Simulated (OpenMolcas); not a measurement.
**N2O (nitrous oxide): levels of theory compared**

We compute a comparison of 6 runs (HF/STO-3G, B3LYP/STO-3G, M06-2X/STO-3G, PBE0/STO-3G, UPBE/STO-3G, ACPF/STO-3G) of N2O (nitrous oxide). 

The calculation is run with OpenMolcas 26.06.

2 further runs of the same task are left out: 1 for a known fault of the program, 1 set aside as unsound or not needed.

### Step 1. The molecule

N2O: 3 atoms, total charge 0, spin state singlet. SMILES: `N#[N+][O-]`. The N2–O3 distance was set to 2.349 Å, away from the relaxed value. At this shape a bond of the SMILES string is far longer than usual.

Bond lengths: N1–N2 1.118 Å. A long bond or contact: N2–O3 2.349 Å.

### Step 2. The energy at HF/STO-3G (run 1)

Contents of calc.inp:

```
* N2O Hartree-Fock
>>> EXPORT MOLCAS_PRINT=2

&gateway
  baslib
  $CurrDir
  coord
  3
  angstrom
  N       -1.040209       2.035618      -0.341403
  N       -0.536909       1.050818      -0.176303
  O        0.520100      -1.017800       0.170700
  basis
  STO-3G
  group
  NoSym

&seward

&scf
  thresholds
  1e-10 1e-07 1e-07 1e-05
  prorbitals
  1 1
```

The basis set STO-3G is read from a file made from the Basis Set Exchange's data (not shown).

On the command line:

```sh
$ export MOLCAS_MEM=1860
$ pymolcas calc.inp > calc.log
```

What it wrote:

```text
--- Start Module: gateway ---
[...]
--- Stop Module: gateway /rc=_RC_ALL_IS_WELL_ ---
--- Start Module: seward ---
[...]
      Basis functions           15
--- Stop Module: seward /rc=_RC_ALL_IS_WELL_ ---
--- Start Module: scf ---
[...]
       Convergence after  15 Iterations
[...]
::    Total SCF energy                               -181.1665607492
[...]
      Total spin, S                                     0.0000000000
[...]
      Total electronic charge=   22.000000
      Total            charge=   -0.000000
[...]
      Dipole Moment (debye):
      Origin of the operator (angstrom)=   -0.3128    0.6123   -0.1027
                   X= -1.2220E-01               Y=  2.3915E-01               Z= -4.0111E-02           Total=  2.7154E-01
      Quadrupole Moment (debye*angstrom):
[...]
--- Stop Module: scf /rc=_RC_ALL_IS_WELL_ ---
[...]
```

Wall time 1.6 s (1 thread of Arm Neoverse V1, shared host); peak memory 0.37 GiB.

### Step 3. The energy at B3LYP/STO-3G (run 2)

Contents of calc.input:

```
* N2O Kohn-Sham DFT
>>> EXPORT MOLCAS_PRINT=2

&gateway
 baslib = $CurrDir
 coord
 3
 angstrom
 N       -1.040209       2.035618      -0.341403
 N       -0.536909       1.050818      -0.176303
 O        0.520100      -1.017800       0.170700
 basis = STO-3G
 group = NoSym

&seward
 gridinput
 Grid=UltraFine
 End of Grid

&scf
 ksdft = B3LYP
 thresholds = 1e-10 1e-07 1e-07 1e-05
 prorbitals = 1 1
```

The basis set STO-3G is read from a file made from the Basis Set Exchange's data (not shown).

On the command line:

```sh
$ export MOLCAS_MEM=1860
$ pymolcas calc.input > calc.log
```

What it wrote:

```text
--- Start Module: gateway ---
[...]
--- Stop Module: gateway /rc=_RC_ALL_IS_WELL_ ---
--- Start Module: seward ---
[...]
      Basis functions           15
--- Stop Module: seward /rc=_RC_ALL_IS_WELL_ ---
--- Start Module: scf ---
[...]
       Convergence after  11 Iterations
[...]
::    Total KS-DFT energy                            -181.9728225191
[...]
      Total spin, S                                     0.0000000000
[...]
      Total electronic charge=   22.000000
      Total            charge=   -0.000000
[...]
      Dipole Moment (debye):
      Origin of the operator (angstrom)=   -0.3128    0.6123   -0.1027
                   X= -2.1097E-01               Y=  4.1286E-01               Z= -6.9249E-02           Total=  4.6878E-01
      Quadrupole Moment (debye*angstrom):
[...]
--- Stop Module: scf /rc=_RC_ALL_IS_WELL_ ---
[...]
```

Run time: 3.3 s. Hardware: 1 thread of Arm Neoverse V1, shared host; peak memory 0.37 GiB.

Runs 3 to 4 aren't shown in full; the table further down has their settings and results.

### Step 4. A single-point energy at UPBE/STO-3G (run 5)

Contents of calc.inp:

```
* N2O Kohn-Sham DFT
>>> EXPORT MOLCAS_PRINT=2
&GATEWAY
BasLib = $CurrDir
Coord
3
angstrom
N       -1.040209       2.035618      -0.341403
N       -0.536909       1.050818      -0.176303
O        0.520100      -1.017800       0.170700
Basis = STO-3G
Group = NoSym
&SEWARD
GridInput
Grid=UltraFine
End of Grid
&SCF
UHF
KSDFT = PBE
Thresholds = 1e-10 1e-07 1e-07 1e-05
Scramble = 0.25
PrOrbitals = 1 1
```

The basis set STO-3G is read from a file made from the Basis Set Exchange's data (not shown).

On the command line:

```sh
$ export MOLCAS_MEM=1860
$ pymolcas calc.inp > calc.log
```

What it wrote:

```text
--- Start Module: gateway ---
[...]
--- Stop Module: gateway /rc=_RC_ALL_IS_WELL_ ---
--- Start Module: seward ---
[...]
      Basis functions           15
--- Stop Module: seward /rc=_RC_ALL_IS_WELL_ ---
--- Start Module: scf ---
[...]
       Convergence after  44 Iterations
[...]
::    Total KS-DFT energy                            -181.8549801858
[...]
      Total spin, S                                     0.6180442529
[...]
      Total electronic charge=   22.000000
      Total            charge=   -0.000000
[...]
      Dipole Moment (debye):
      Origin of the operator (angstrom)=   -0.3128    0.6123   -0.1027
                   X= -2.3997E-02               Y=  4.6955E-02               Z= -7.8725E-03           Total=  5.3316E-02
      Quadrupole Moment (debye*angstrom):
[...]
--- Stop Module: scf /rc=_RC_ALL_IS_WELL_ ---
[...]
```

It took 9.9 s on 1 thread of Arm Neoverse V1, shared host; peak memory 0.37 GiB.

### Step 5. The energy at ACPF/STO-3G (run 6)

Contents of calc.inp:

```
&GATEWAY
BasLib
$CurrDir
Coord
3
angstrom
N       -1.040209       2.035618      -0.341403
N       -0.536909       1.050818      -0.176303
O        0.520100      -1.017800       0.170700
Basis
STO-3G
Group
NoSym
&SEWARD
&SCF
Thresholds
1e-10 1e-07 1e-07 1e-05
PrOrbitals
1 1
&MOTRA
Frozen
3
&GUGA
Electrons
16
Spin
1
Inactive
8
Active
0
CIAll
1
&CPF
ACPF
```

The basis set STO-3G is read from a file made from the Basis Set Exchange's data (not shown).

On the command line:

```sh
$ export MOLCAS_MEM=1860
$ pymolcas calc.inp > calc.log
```

What it wrote:

```text
--- Start Module: gateway ---
[...]
--- Stop Module: gateway /rc=_RC_ALL_IS_WELL_ ---
[...]
      Basis functions           15
[...]
       Convergence after  15 Iterations
[...]
::    Total SCF energy                               -181.1665607492
[...]
      Total spin, S                                     0.0000000000
[...]
      *** WARNING: Default frozen orbitals is overwritten by user input.
      *** Default values:   3
[...]
--- Start Module: guga ---
[...]
--- Stop Module: guga /rc=_RC_ALL_IS_WELL_ ---
--- Start Module: cpf ---
[...]
      Active orbitals                            0       0
[...]
      Spin quantum number                      0.0
[...]
     FINAL ACPF ENERGY        -181.37541217
     FINAL CORRELATION ENERGY   -0.20885142  REFERENCE ENERGY    -181.16656075
[...]
      Title:  ACPF natural orbitals
[...]
      Total electronic charge=   22.000000
      Total            charge=   -0.000000
[...]
      Dipole Moment (debye):
      Origin of the operator (angstrom)=   -0.3128    0.6123   -0.1027
                   X= -7.0737E-02               Y=  1.3844E-01               Z= -2.3228E-02           Total=  1.5719E-01
      Quadrupole Moment (debye*angstrom):
[...]
--- Stop Module: cpf /rc=_RC_ALL_IS_WELL_ ---
[...]
```

Run time: 1.8 s. Hardware: 1 thread of Arm Neoverse V1, shared host; peak memory 0.37 GiB.

### Step 6. The series

```csv
run,level,integration grid,scramble,energy (Eh),dipole moment (D) of the reference,HOMO energy (eV),LUMO energy (eV),wall time
1,HF/STO-3G,–,–,-181.166561,0.27,-10.58,7.04,1.6 s
2,B3LYP/STO-3G,UltraFine,–,-181.972823,0.47,-3.63,-1.28,3.3 s
3,M06-2X/STO-3G,UltraFine,–,-181.994623,0.41,-6.24,1.27,3.6 s
4,PBE0/STO-3G,UltraFine,–,-181.805565,0.47,-4.01,-0.92,3.3 s
5,UPBE/STO-3G,UltraFine,0.25,-181.854980,0.05,-1.88,-1.29,9.9 s
6,ACPF/STO-3G,–,–,-181.375412,0.27,-10.58,7.04,1.8 s
```

### Step 7. Results

```
                                          quantity          value
                               run 6: total energy  -181.37541 Eh
         run 6: dipole moment (mean-field density)         0.27 D
        run 6: HOMO energy (Hartree–Fock orbitals)      -10.58 eV
        run 6: LUMO energy (Hartree–Fock orbitals)        7.04 eV
      run 6: HOMO–LUMO gap (Hartree–Fock orbitals)       17.62 eV
run 6: correlation energy (3 core orbitals frozen)     -208.9 mEh
```

Over runs 1, 2, 3, 4, 5 the dipole moment (its size) runs from 0.05 D (UPBE/STO-3G) to 0.47 D (B3LYP/STO-3G). Over runs 1, 2, 3, 4, 5 the HOMO–LUMO gap runs from 0.60 eV (UPBE/STO-3G) to 17.62 eV (HF/STO-3G). Totals of different functionals can't be ranked against each other. In runs 1, 2, 3, 4, 5, 6 the basis is minimal, so the values are rough. In runs 1, 2, 3, 4, 6 a closed-shell determinant meets a far-stretched bond, which it describes badly. Spin contamination of the reference: run 5 ⟨S²⟩ = 1.00. Where it is this large, the reference is a mixture of spin states, and values that rest on it are in doubt. All runs together took 24 s, the longest 9.9 s.
